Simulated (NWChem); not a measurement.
System: hydrogen sulfide (H$_{2}$S); SMILES S

NWChem input:

```
start job
memory heap 200 mb stack 900 mb global 1100 mb
geometry units angstroms noautosym nocenter noautoz
  S      0.000000     0.000000     0.123128
  H      0.973952     0.000000    -0.827189
  H     -0.973952     0.000000    -0.827189
end
basis spherical
  S library def2-svp
  H library def2-svp
end
dft
  xc m05-2x
  iterations 150
end
cosmo
  dielec 4.8
end
task dft energy
```

NWChem printed, in part:

```
             Northwest Computational Chemistry Package (NWChem) 7.3.0
             --------------------------------------------------------

                             Geometry "geometry" -> ""
                             -------------------------

 Output coordinates in angstroms (scale by  1.889725989 to convert to a.u.)

  No.       Tag          Charge          X              Y              Z
 ---- ---------------- ---------- -------------- -------------- --------------
    1 S                   16.0000     0.00000000     0.00000000     0.12312800
    2 H                    1.0000     0.97395200     0.00000000    -0.82718900
    3 H                    1.0000    -0.97395200     0.00000000    -0.82718900

 Effective nuclear repulsion energy (a.u.)      12.7158826559

                                 NWChem DFT Module
                                 -----------------

 Summary of "ao basis" -> "ao basis" (spherical)
 ------------------------------------------------------------------------------
       Tag                 Description            Shells   Functions and Types
 ---------------- ------------------------------  ------  ---------------------
 S                          def2-svp                 8       18   4s3p1d
 H                          def2-svp                 3        5   2s1p

 in cosmo_initialize ...

 solvent parameters
 solvname_short: unkn
 solvname_long:  unknown
 dielec:        4.8000

          ---------------
          -cosmo- solvent
          ---------------
 Cosmo: York-Karplus, doi: 10.1021/jp992097l
 dielectric constant -eps-     =   4.80
 screen = (eps-1)/(eps    )    =   0.79167
 surface charge correction     = lagrangian

   van der Waals surface
 --------------------------

 ---------- ATOMIC COORDINATES (A.U.) ------------ VDWR(ANG.) --
     1    0.00000000    0.00000000    0.23267818     2.160
     2    1.84050241    0.00000000   -1.56316055     1.300
     3   -1.84050241    0.00000000   -1.56316055     1.300
 number of segments per atom =         32
 number of   points per atom =         32
 atom (   nspa,  nppa )
 ----------------------
    1 (     32,     0 )       0
    2 (     12,     0 )       0
    3 (     12,     0 )       0
 number of -cosmo- surface points =       56
 molecular surface =     58.189 angstrom**2
 molecular volume  =     45.800 angstrom**3
 G(cav/disp)       =      1.151 kcal/mol
 -lineq- algorithm             =   0
 -bem- low  level              =   2
 -bem- from -octahedral-
 gaussian surface charge width =   4.50000
 degree of switching           =   1.00000
 switching function tolerance  =   0.00010
 atomic radii =
 --------------
    1 16.000  2.160
    2  1.000  1.300
    3  1.000  1.300
 ...... end of -cosmo- initialization ......

            General Information
            -------------------
          SCF calculation type: DFT
          Wavefunction type:  closed shell.
          No. of atoms     :     3
          No. of electrons :    18
           Alpha electrons :     9
            Beta electrons :     9
          Charge           :     0
          Spin multiplicity:     1
          Use of symmetry is: off; symmetry adaption is: off
          Maximum number of iterations: 150
          AO basis - number of functions:    28
                     number of shells:    14
          Convergence on energy requested:  1.00D-06
          Convergence on density requested:  1.00D-05
          Convergence on gradient requested:  5.00D-04

              XC Information
              --------------
                       M05-2X Method XC Functional
                     Hartree-Fock (Exact) Exchange  0.560
                M05-2X metaGGA Exchange Functional  0.440
                      M05-2X Correlation Potential  1.000

             Grid Information
             ----------------
          Grid used for XC integration:  medium
          Radial quadrature: Mura-Knowles
          Angular quadrature: Lebedev.
          Tag              B.-S. Rad. Rad. Pts. Rad. Cut. Ang. Pts.
          ---              ---------- --------- --------- ---------
          S                   1.00       88           6.0       590
          H                   0.35       45           7.0       434
          Grid pruning is: on
          Number of quadrature shells:   178
          Spatial weights used:  Erf1

      Superposition of Atomic Density Guess
      -------------------------------------

 Sum of atomic energies:        -398.34587646

      Non-variational initial energy
      ------------------------------

 Total energy =    -398.480028
 1-e energy   =    -575.304881
 2-e energy   =     164.108971
 HOMO         =      -0.310670
 LUMO         =       0.099146

   convergence    iter        energy       DeltaE   RMS-Dens  Diis-err
 ---------------- ----- ----------------- --------- --------- ---------
     COSMO gas phase
 d= 0,ls=0.0,diis     1   -399.2341315012 -4.12D+02  1.27D-02  1.20D-01
 d= 0,ls=0.0,diis     2   -399.2489640445 -1.48D-02  4.13D-03  1.52D-02
 d= 0,ls=0.0,diis     3   -399.2512106101 -2.25D-03  1.24D-03  7.38D-04
 d= 0,ls=0.0,diis     4   -399.2513326758 -1.22D-04  1.79D-04  2.87D-05
 d= 0,ls=0.0,diis     5   -399.2513368535 -4.18D-06  4.97D-05  1.10D-06
 d= 0,ls=0.0,diis     6   -399.2513371041 -2.51D-07  5.08D-06  4.22D-09

   convergence    iter        energy       DeltaE   RMS-Dens  Diis-err
 ---------------- ----- ----------------- --------- --------- ---------
     COSMO solvation phase
 d= 0,ls=0.0,diis     1   -399.2549214453 -3.58D-03  2.21D-03  1.20D-03
 d= 0,ls=0.0,diis     2   -399.2553242722 -4.03D-04  7.38D-04  2.20D-04
 d= 0,ls=0.0,diis     3   -399.2553605638 -3.63D-05  2.43D-04  1.50D-05
 d= 0,ls=0.0,diis     4   -399.2553646992 -4.14D-06  4.84D-05  6.12D-07
 d= 0,ls=0.0,diis     5   -399.2553648173 -1.18D-07  6.46D-06  2.49D-08

         Total DFT energy =     -399.255364817287
      One electron energy =     -576.368268522574
           Coulomb energy =      190.759907077652
    Exchange-Corr. energy =      -26.387867389651
 Nuclear repulsion energy =       12.715882655876

             COSMO energy =        0.024981361410

 Numeric. integr. density =       18.000006725876

                                   COSMO solvation results
                                   -----------------------

                 gas phase energy =      -399.251337104137
                 sol phase energy =      -399.255364817287
 (electrostatic) solvation energy =         0.004027713151 (    2.53 kcal/mol)

                       DFT Final Molecular Orbital Analysis
                       ------------------------------------

 Vector    7  Occ=2.000000D+00  E=-4.924125D-01
              MO Center= -3.9D-10,  7.5D-12, -3.7D-01, r^2= 1.5D+00
   Bfn.  Coefficient  Atom+Function         Bfn.  Coefficient  Atom+Function
  ----- ------------  ---------------      ----- ------------  ---------------
     8      0.350444  1 S  px                11      0.323372  1 S  px
    19      0.314918  2 H  s                 24     -0.314918  3 H  s
     5      0.202497  1 S  px                20      0.122439  2 H  s
    25     -0.122439  3 H  s                 17      0.067072  1 S  d  1

 Vector    8  Occ=2.000000D+00  E=-4.197415D-01
              MO Center=  8.5D-10, -5.2D-11,  1.8D-01, r^2= 1.5D+00
   Bfn.  Coefficient  Atom+Function         Bfn.  Coefficient  Atom+Function
  ----- ------------  ---------------      ----- ------------  ---------------
    13      0.420094  1 S  pz                10      0.377583  1 S  pz
     4      0.342263  1 S  s                  3      0.275561  1 S  s
     7      0.217069  1 S  pz                19     -0.217623  2 H  s
    24     -0.217623  3 H  s                  2     -0.203093  1 S  s
    20     -0.107458  2 H  s                 25     -0.107458  3 H  s

 Vector    9  Occ=2.000000D+00  E=-3.135913D-01
              MO Center=  1.1D-11,  3.7D-11,  9.7D-02, r^2= 1.4D+00
   Bfn.  Coefficient  Atom+Function         Bfn.  Coefficient  Atom+Function
  ----- ------------  ---------------      ----- ------------  ---------------
    12      0.676041  1 S  py                 9      0.452490  1 S  py
     6      0.258097  1 S  py

 Vector   10  Occ=0.000000D+00  E= 9.406816D-02
              MO Center=  4.7D-09,  1.8D-11, -3.5D-01, r^2= 2.8D+00
   Bfn.  Coefficient  Atom+Function         Bfn.  Coefficient  Atom+Function
  ----- ------------  ---------------      ----- ------------  ---------------
    11      1.007729  1 S  px                20     -0.861065  2 H  s
    25      0.861065  3 H  s                 19     -0.278000  2 H  s
    24      0.278000  3 H  s                  8      0.276373  1 S  px
     5      0.171349  1 S  px                17     -0.139529  1 S  d  1

 Vector   11  Occ=0.000000D+00  E= 1.034215D-01
              MO Center= -5.5D-09, -2.3D-11, -8.6D-01, r^2= 3.3D+00
   Bfn.  Coefficient  Atom+Function         Bfn.  Coefficient  Atom+Function
  ----- ------------  ---------------      ----- ------------  ---------------
     4      1.057045  1 S  s                 20     -1.029395  2 H  s
    25     -1.029395  3 H  s                 13     -0.863505  1 S  pz
     3      0.348052  1 S  s                  2     -0.226259  1 S  s
    10     -0.209761  1 S  pz                19     -0.133931  2 H  s
    24     -0.133931  3 H  s                  7     -0.129011  1 S  pz

 Vector   12  Occ=0.000000D+00  E= 3.870731D-01
              MO Center=  6.6D-10,  5.3D-12, -6.3D-01, r^2= 3.5D+00
   Bfn.  Coefficient  Atom+Function         Bfn.  Coefficient  Atom+Function
  ----- ------------  ---------------      ----- ------------  ---------------
    20      1.084819  2 H  s                 25     -1.084819  3 H  s
    19     -0.615661  2 H  s                 24      0.615661  3 H  s
    17     -0.349414  1 S  d  1               8     -0.201679  1 S  px
    11      0.060147  1 S  px                 5     -0.053428  1 S  px

     Multipole analysis of the density
     ---------------------------------

     L   x y z        total         alpha         beta         nuclear
     -   - - -        -----         -----         ----         -------
     0   0 0 0     -0.000000     -9.000000     -9.000000     18.000000

     1   1 0 0     -0.000000     -0.000000     -0.000000      0.000000
     1   0 1 0      0.000000      0.000000      0.000000      0.000000
     1   0 0 1     -0.655758     -0.626144     -0.626144      0.596530

     2   2 0 0     -8.854067     -7.814483     -7.814483      6.774898
     2   1 1 0      0.000000      0.000000      0.000000      0.000000
     2   1 0 1      0.000000      0.000000      0.000000      0.000000
     2   0 2 0    -11.935875     -5.967938     -5.967938      0.000000
     2   0 1 1      0.000000      0.000000      0.000000      0.000000
     2   0 0 2     -9.773304     -7.763236     -7.763236      5.753168
```

Level: M05-2X/def2-SVP, COSMO on the gas-phase geometry. Structure relaxed at the PBE-D3(BJ)/def2-SVP level. COSMO prints the solvation energy as gas minus solution, so a positive value is a stabilisation.
